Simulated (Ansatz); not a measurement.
# C₂H (doublet): wave-function methods side by side, def2-TZVPP

The task here is to estimate one member of a computed series from the others.

Method: def2-TZVPP, core rule «outside noble gas», up to 2 orbitals frozen; program: Ansatz 0.2.0, Gaussian basis.

Plan: UHF; ROHF; CCSD(T) on UHF.

2 further runs of the same task are left out: 2 set aside as unsound or not needed.

## The system

The geometry is a PBE0/def2-TZVP stationary point (not a proven minimum).

3 atoms, charge 0, spin multiplicity 2.

Atoms are counted from 1 here; the program's logs count them from 0.

Bond lengths: C1–C2 1.200 Å, C1–H3 1.066 Å. Angles: C2–C1–H3 180.0°.

The first run:

in.yaml reads:

```yaml
crystal:
  periodic: [false, false, false]
  atoms:
    - {symbol: C, position_ang: [0.000000, 0.000000, 0.044733]}
    - {symbol: C, position_ang: [0.000000, 0.000000, -1.155483]}
    - {symbol: H, position_ang: [0.000000, 0.000000, 1.110750]}
basis:
  gaussian: {orbitals: def2-TZVPP}
magnetization: {spin_polarized: true, initial_magnetization: 1}
hamiltonian: {xc: hf}
output: {orbitals: {seedname: orbitals}}
```

The run is started by

```bash
$ ansatz run in.yaml --threads 1 --pin off --events-out ev --progress --plain --max-ram 2816MiB --backend cpu
```

Steps of the session up to this table: UHF; ROHF; CCSD(T) on UHF.

One table of the session follows, with a row left open; its other results are not shown here.

```
  method  from UCCSD(T) (meV)
    ROHF                    ?
     UHF              +7858.6
    UMP2              +1296.5
   UCCSD               +393.9
UCCSD(T)                    0
```

**Question.** Estimate the row for ROHF.

The run gave: from UCCSD(T) (meV): +8272.8. In the column «from UCCSD(T) (meV)» it is the highest.

With the free atoms at the same levels and basis (separate runs), the atomisation energy is 11.074 eV at UCCSD(T), 7.890 eV at ROHF.
